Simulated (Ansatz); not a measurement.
`C#C[O]` radical, relaxed with UKS PBE0-D4/def2-TZVP in the Gaussian-basis code of Ansatz from a PBE-D4/def2-SVP geometry. The force threshold is 0.005 eV/Å; the program also tests the step.

Total charge 0; spin multiplicity 2.

Start:

```xyz
4

C     0.574   -0.072    0.487
C    -0.402    0.278   -0.308
O    -1.249    0.785   -0.969
H     1.078   -0.991    0.790
```

(1) How much energy does the relaxation release, and in how many steps? (Estimate.)

(2) Which bonds change most? (Best estimate.)

(3) Give the relaxed structure. (Best estimate.)

Results:

(1) Computed: 0.04 eV, in 7 steps.

(2) Ansatz gave: C2–O3 from 1.187 to 1.167 Å; C1–H4 from 1.091 to 1.072 Å; C1–C2 from 1.307 to 1.288 Å.

(3) Computed: 
```xyz
4

C     0.566   -0.071    0.480
C    -0.395    0.279   -0.302
O    -1.230    0.768   -0.954
H     1.058   -0.977    0.776
```
